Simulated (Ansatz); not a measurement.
## How close CCSD(T) comes to the exact answer in a basis

Each species is computed at the geometry given (Å), with frozen cores, in Ansatz 0.2.0: RHF-CCSD(T) for singlets, UHF-CCSD(T) otherwise, and full CI in the same basis. The program picks the determinant by trial CCSD, so it needn't be the lowest Hartree–Fock solution. States: MgH2 B2, OF⁺ Σ⁻ or Δ, H2B–P⁺ B1. Cases whose determinant has another symmetry than full CI's state, or whose (Q) step broke down, weren't drawn.

Task: Judging by size, spin and bonding, rank them by the size of CCSD(T)'s error in total energy against full CI in the same basis, smallest first (an estimate).
A. OF⁺, triplet, 6-31G: O 0.000 0.000 0.000; F 0.000 0.000 1.742
B. H₂B–P⁺, doublet, 6-31G: B 0.000 0.000 1.199; P 0.000 0.000 -0.536; H 0.000 1.040 1.805; H 0.000 -1.040 1.805
C. MgH2, triplet, cc-pVQZ: Mg 0.000 0.000 -0.150; H 0.000 0.410 1.805; H 0.000 -0.410 1.805

Result: C (5.0 meV), B (29.3 meV), A (88.2 meV).

```csv
species,basis,correlated electrons,CCSD(T) − full CI (meV),CCSDT(Q) − full CI (meV),unpaired electrons (full CI),T1,⟨S²⟩ of the determinant
"MgH2, triplet",cc-pVQZ,4,5.0,-1.3,2.01,0.021,2.00
"H2B–P⁺, doublet",6-31G,9,29.3,0.3,1.05,0.029,0.75
"OF⁺, triplet",6-31G,12,88.2,-18.4,2.60,0.065,2.85
```

Unpaired electrons are Σ n²(2−n)² over natural occupations; an open shell counts its own unpaired electrons too. Frozen cores follow each run's orbitals, which moves totals by a few meV.
